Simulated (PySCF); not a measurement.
Electron affinity of S by level of theory

S⁻ [Ne] 3s2 3p5 (2P) → S [Ne] 3s2 3p4 (3P), as a difference of total energies. All numbers are calculated (PySCF 2.14, the non-relativistic Hamiltonian (point nucleus), in aug-cc-pwCVTZ (8s7p5d3f, 75 functions)). Correlated levels: valence and next inner shell: 1s2 frozen. The calculations carry no spin-orbit coupling.

```csv
method,electron affinity (eV)
UHF,0.887
MP2 (valence and next inner shell),1.939
SCS-MP2 (valence and next inner shell),1.935
CCSD (valence and next inner shell),1.861
CCSD(T) (valence and next inner shell),1.950
```

Question: How much does correlation contribute at CCSD(T) (valence and next inner shell)?

Answer: 1.950 − (0.887) = 1.063 eV, measured against UHF.

Errors of the correlated levels include the incompleteness of this basis and the frozen core.

For comparison: 2.077 eV (measured; photodetachment measurements, as compiled on the Wikipedia data page of electron affinities).
